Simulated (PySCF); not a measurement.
Isomers of C8H6N2, one conformer each; single-point electronic energies without zero-point terms and without any empirical dispersion term.

Level: PBE0/pcSseg-1 in PySCF, non-relativistic, each on one gas-phase PBE0-D3(BJ)/def2-SVP geometry that isn't relaxed in the solvent. The solvent is an IEF-PCM continuum (cavity from Bondi-type radii × 1.2). Only the electrostatic response of the medium enters.

```
                             isomer  relative energy, gas (kcal/mol)  dipole (D)
1,8-naphthyridine, `c1cnc2ncccc2c1`                              0.0        4.30
      quinoxaline, `c1ccc2nccnc2c1`                              0.7        0.48
```

Task: How do the relative energies look in chloroform (ε = 4.711)?

Result: 
```csv
isomer,"relative energy, solvent (kcal/mol)",E(solvent) − E(gas) (kcal/mol),dipole in solvent (D)
"1,8-naphthyridine, `c1cnc2ncccc2c1`",0.0,-6.7,5.59
"quinoxaline, `c1ccc2nccnc2c1`",3.2,-4.3,0.56
```

The order is unchanged. 1,8-naphthyridine, `c1cnc2ncccc2c1` gains most from the continuum, and it has the largest gas-phase dipole. The gains span 2.4 kcal/mol, the gas-phase energies 0.7 kcal/mol.
